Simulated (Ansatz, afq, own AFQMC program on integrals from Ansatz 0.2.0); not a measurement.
## Hf, triplet → Hf, singlet

A free Hf atom.

E(singlet, charge +0) − E(triplet, charge +0) at this geometry, on UHF and RHF determinants.

Basis def2-SVP with its core potentials. Only valence electrons are correlated. AFQMC by an in-house program on the Cholesky factors that Ansatz 0.2.0 writes for its CCSD(T) run. ph-AFQMC/CISD is guided by a CISD state made of CCSD amplitudes; releasing the constraint for a short imaginary time cuts its bias at the price of noise, slowly where states lie close. ± is one standard error of the sampling. No spin–orbit coupling. The metal's outer-core s and p shells are frozen, which shifts wave-function levels against functionals. The errors of all members are added in quadrature.

Full CI on the same integrals is exact in this basis and with this determinant's frozen core.

Errors are counted within def2-SVP, not against nature.

Cautions: no spin-orbit coupling; outer-core shells of the metal frozen; Hf (singlet): another spin lies lower, restricted determinant unstable towards unrestricted (UHF 1.08 eV lower, ⟨S²⟩ 1.00), strong correlation (T1 0.027, weight of the determinant 0.71, largest double 0.36), (T) is large, 10 % of the CCSD correlation, the CCSDT(Q) amplitudes may be one of several solutions (largest double 0.72), CCSDT(Q) on the UHF determinant differs (514 meV lower), perhaps since the unrestricted series falls towards higher spin.

Reference (full CI): 61.5 kJ/mol.

| level | vertical spin gap (kJ/mol) | error against FCI (kJ/mol) |
| --- | --- | --- |
| HF | 155.1 | 93.6 |
| MP2 | 125.0 | 63.6 |
| CCSD | 91.4 | 29.9 |
| CCSD(T) | 76.4 | 15.0 |
| CCSDT | 65.3 | 3.8 |
| CCSDT(Q) | 60.7 | -0.7 |
| ph-AFQMC/HF | 81.6 ± 1.9 | 20.2 ± 1.9 |

Correlation beyond CCSD(T) takes off 15.0 kJ/mol. The perturbative (T) step is worth −15.0 kJ/mol. Where the cautions show a poor determinant, the low rows tell how each method copes with it, not its usual error.

CCSDT and higher add their correlation energy to the determinant of the CCSD(T) run, since their own runs factorise the integrals more tightly (a shift of under 2 meV). A walk keeps the symmetry of its determinant, which the program's search chose and which needn't be the lowest solution, so a lower state of the same spin and another symmetry isn't excluded.
